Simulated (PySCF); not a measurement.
# Working out the ionisation energy of Ne

Ne [Ne] (1S) → Ne⁺ [He] 2s2 2p5 (2P). All numbers are calculated (PySCF 2.14, the spin-free X2C one-electron Hamiltonian (Gaussian nucleus), in x2c-QZVPPall (7s4p3d2f1g, 57 functions)). Frozen: nothing. Energies in hartree (1 hartree = 27.21139 eV):

```csv
part,Ne (lower),Ne⁺ (upper)
UHF,-128.684501,-127.962723
CCSD correlation,-0.315634,-0.250847
(T),-0.005483,-0.003087
```

Question: What does Hartree-Fock give?

Answer: (-127.962723) − (-128.684501) = 0.721778 hartree = 19.641 eV.

Question: What do CCSD and CCSD(T) give?

Answer: The CCSD correlation energies differ by 0.064787 hartree = 1.763 eV and the triples by 0.002396 hartree = 0.065 eV, so CCSD gives 21.404 eV and CCSD(T) 21.469 eV.

Measured between the centres of the two terms (NIST): 21.597 eV, so CCSD(T) (valence and next inner shell) is off by -0.128 eV.

What remains against the reference includes basis incompleteness and higher excitations.
